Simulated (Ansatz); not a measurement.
1T (CdI2-type) PdTe2 was calculated with PBEsol-D3(BJ) (Ansatz, an electronic-structure program, PAW).

Numerical settings: plane-wave cutoff 520 eV, 18×18×12 k mesh (along the axes of the cell as run), Fermi–Dirac smearing 0.05 eV, scalar-relativistic PAW data made under PBE.

Energies at three volumes about the minimum:

| V (Å³/atom) | E − E_lowest (meV/atom) |
|---|---|
| 22.303 | 2.57 |
| 22.758 | 0.00 |
| 23.213 | 2.32 |

Task: Fit a parabola by hand: where is the minimum, and what is the bulk modulus?

Result: Slopes: (0.00 − 2.57)/(22.758 − 22.303) = -5.648 and (2.32 − 0.00)/(23.213 − 22.758) = 5.099 meV/Å³. Curvature E″ = 2 × (5.099 − (-5.648))/(23.213 − 22.303) = 23.620 meV/Å⁶. From the middle of the first interval, the slope vanishes at V0 = 22.5305 − (-5.648)/23.620 = 22.770 Å³/atom. B = V0 E″ = 22.770 × 23.620 meV/Å³ × 0.1602 GPa per meV/Å³ = 86.2 GPa. The full Birch–Murnaghan fit to all volumes gives V0 = 22.757 Å³/atom and B0 = 85.8 GPa.

Shape and atoms are relaxed at each volume.

Note: the volume lies 6 % below that of the published cell; the bulk modulus comes from volumes at which shape and atoms were relaxed.
